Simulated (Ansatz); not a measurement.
**C2H6Al radical (SMILES [CH2][AlH][CH3]): one structure at several levels**

One table from this session's results is given with a row withheld; the runs are named, their logs left out.

The runs use Ansatz 0.2.0, Gaussian basis; single points in def2-TZVPP.

Cores are frozen in the correlated methods. Orbitals are unrestricted.

### Starting geometry

SMILES `[CH2][AlH][CH3]`, 9 atoms, charge 0, spin multiplicity 2.

Atoms are counted from 1 here; the program's logs count them from 0.

Bond lengths: C1–Al2 2.011 Å, C1–H4 1.143 Å, C1–H5 1.228 Å, Al2–C3 1.894 Å, Al2–H6 1.695 Å, C3–H7 1.339 Å, C3–H8 1.023 Å, C3–H9 1.146 Å. Angles: Al2–C1–H4 111.4°, Al2–C1–H5 127.8°, H4–C1–H5 119.0°, C1–Al2–C3 129.8°, C1–Al2–H6 111.6°, C3–Al2–H6 114.9°, Al2–C3–H7 123.4°, Al2–C3–H8 121.1°, Al2–C3–H9 118.9°, H7–C3–H8 92.2°, H7–C3–H9 79.3°, H8–C3–H9 112.2°.

Geometry (Å):

```xyz
9
C2H6Al
C    -1.1839    0.9765   -1.2192
Al    0.0933    0.6523    0.3000
C     0.8067   -0.9740    0.9595
H    -1.8129    0.0478   -1.4416
H    -1.1618    1.8908   -2.0381
H     1.0230    2.0289    0.6383
H     0.5006   -2.1735    0.4480
H     1.8107   -1.1676    0.9156
H     0.3091   -1.4712    1.8637
```

Set-up of the first run:

Input file run/in.yaml:

```yaml
crystal:
  periodic: [false, false, false]
  atoms:
    - {symbol: C, position_ang: [-1.183900, 0.976500, -1.219200]}
    - {symbol: Al, position_ang: [0.093300, 0.652300, 0.300000]}
    - {symbol: C, position_ang: [0.806700, -0.974000, 0.959500]}
    - {symbol: H, position_ang: [-1.812900, 0.047800, -1.441600]}
    - {symbol: H, position_ang: [-1.161800, 1.890800, -2.038100]}
    - {symbol: H, position_ang: [1.023000, 2.028900, 0.638300]}
    - {symbol: H, position_ang: [0.500600, -2.173500, 0.448000]}
    - {symbol: H, position_ang: [1.810700, -1.167600, 0.915600]}
    - {symbol: H, position_ang: [0.309100, -1.471200, 1.863700]}
basis:
  gaussian: {orbitals: def2-TZVPP}
magnetization: {spin_polarized: true, initial_magnetization: 1}
correlation: {method: ccsd_t}
scf: {omitted_lower_state_checks: [cluster_reference]}
```

No record of the launch command was kept for these runs.

Steps of the session up to this table: CCSD(T)/def2-TZVPP; PBE0-D4/def2-TZVPP; wB97M-V/def2-TZVPP; r2SCAN-D4/def2-TZVPP; PBE-D4/def2-TZVPP; LC-wPBE/def2-TZVPP; r2SCAN0-D4/def2-TZVPP.

One of the session's tables, all rows but one given; the rest of the session is left out.

| method | RMS force component (eV/Å) | dipole (D) |
| --- | --- | --- |
| PBE0-D4 | 1.940 | 1.62 |
| wB97M-V | ? | ? |
| r2SCAN-D4 | 1.908 | 1.63 |
| PBE-D4 | 1.839 | 1.58 |
| LC-wPBE | 2.034 | 1.70 |
| r2SCAN0-D4 | 1.981 | 1.65 |

Estimate the missing values for wB97M-V.

The run gave: RMS force component (eV/Å): 1.961; dipole (D): 1.64. In the column «RMS force component (eV/Å)» it lies between PBE0-D4 (1.940) and r2SCAN0-D4 (1.981).
